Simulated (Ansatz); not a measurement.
A run for Ansatz (a quantum-chemistry and plane-wave program): R-wB97M-V/def2-TZVPP on acetonitrile (SMILES CC#N), atoms moved off the minimum.

Ansatz 0.2 input:
```yaml
crystal:
  periodic: [false, false, false]
  atoms:
    - {symbol: C, position_ang: [-1.12937063, 0.13753371, -0.02788210]}
    - {symbol: C, position_ang: [0.34086863, 0.06843635, -0.05602975]}
    - {symbol: N, position_ang: [1.36552258, -0.03851971, 0.16671570]}
    - {symbol: H, position_ang: [-1.68478435, -0.79698792, -0.77193509]}
    - {symbol: H, position_ang: [-1.59618738, -0.20477341, 0.93691827]}
    - {symbol: H, position_ang: [-1.52136469, 0.90384209, -0.42610896]}
basis:
  gaussian:
    orbitals: def2-TZVPP
hamiltonian:
  xc: {name: wB97M-V}
scf: {lower_state_search: off}
output: {forces: true}
```

The head of its log:

```
WARN ansatz: RAYON_NUM_THREADS=1 ignored (pool sized by the plan → 1); use --threads N
Functional definition: wB97M-V
these checks for a lower state are left out or cut short: stability, starts, cluster_reference, orbital_swaps, neighbouring_geometries, increment
integrals: 0.05 GiB planned
692 factors; their error is unknown
integrals: 0.08 GiB planned
171 factors; integrals over basis functions are off by at most 1.3e-5 eV
mean field: 0.51 GiB planned
mean field evaluation 1: about -3606.0524 eV, gradient 4.7e1 eV
mean field evaluation 2: about -3606.9380 eV, gradient 4.4e1 eV
```

Task: Predict the final total energy.

Result: -132.6821 hartree.
